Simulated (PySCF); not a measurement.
C₄H₂N₂.
Atom-mapped SMILES: `[H]/[N:4]=[C:3](\[C:2]#[CH:1])[C:5]#[N:6]` (hydrogens: H7 on C1; H8 on N4)

The same species was optimised twice, with GFN2-xTB and with PBE0-D3(BJ)/def2-SVP (PySCF), and the same property calculations (PySCF, gas phase) were run on both structures.

```
  coordinate  GFN2-xTB  PBE0-D3(BJ)/def2-SVP  change
   C3–C5 (Å)     1.434                 1.454  +0.020
   C5≡N6 (Å)     1.144                 1.157  +0.013
   C2–C3 (Å)     1.428                 1.439  +0.011
   C1≡C2 (Å)     1.201                 1.212  +0.011
   C3=N4 (Å)     1.265                 1.275  +0.010
C1–C2–C3 (°)     176.7                 179.8    +3.1
C2–C3–C5 (°)     113.1                 115.2    +2.1
C3–C5–N6 (°)     177.3                 178.8    +1.5
C2–C3–N4 (°)     127.3                 126.3    -1.0
N4–C3–C5 (°)     119.6                 118.6    -1.0
```

Rotational constants: A = 6456, B = 3018, C = 2057 MHz (GFN2-xTB) against A = 6498, B = 2904, C = 2007 MHz (PBE0-D3(BJ)/def2-SVP). Point groups within 0.08 Å: Cs and Cs.

On the GFN2-xTB structure: HOMO (eV) -8.90 [PBE0/pcSseg-1]; LUMO (eV) -2.77 [PBE0/pcSseg-1]; dipole (D) 4.79 [PBE0/pcSseg-1]; GIAO shielding of C1 (ppm) 95.3 [PBE0/pcSseg-1]; GIAO shielding of C2 (ppm) 104.8 [PBE0/pcSseg-1]; GIAO shielding of C3 (ppm) 47.3 [PBE0/pcSseg-1]; GIAO shielding of N4 (ppm) -152.6 [PBE0/pcSseg-1]; GIAO shielding of C5 (ppm) 67.1 [PBE0/pcSseg-1]; GIAO shielding of N6 (ppm) -47.5 [PBE0/pcSseg-1].

Problem. What do these properties become on the PBE0-D3(BJ)/def2-SVP structure?

Solution. 
```csv
property,level,on GFN2-xTB,on PBE0-D3(BJ)/def2-SVP,change
HOMO (eV),PBE0/pcSseg-1,-8.90,-8.97,-0.07
LUMO (eV),PBE0/pcSseg-1,-2.77,-2.82,-0.05
dipole (D),PBE0/pcSseg-1,4.79,4.87,+0.08
"energy, GFN2-xTB geometry as zero (kcal/mol)",PBE0/pcSseg-1,0.0,-0.9,-0.9
GIAO shielding of C1 (ppm),PBE0/pcSseg-1,95.3,93.8,-1.5
GIAO shielding of C2 (ppm),PBE0/pcSseg-1,104.8,104.6,-0.2
GIAO shielding of C3 (ppm),PBE0/pcSseg-1,47.3,42.0,-5.3
GIAO shielding of N4 (ppm),PBE0/pcSseg-1,-152.6,-150.8,+1.8
GIAO shielding of C5 (ppm),PBE0/pcSseg-1,67.1,64.6,-2.5
GIAO shielding of N6 (ppm),PBE0/pcSseg-1,-47.5,-52.2,-4.7
```

The heavy atoms differ by 0.032 Å rms after alignment. Among bonds between heavy atoms C3–C5 changes most (+0.020 Å). Changes are differences of the printed values. Neither structure is proved a minimum here.
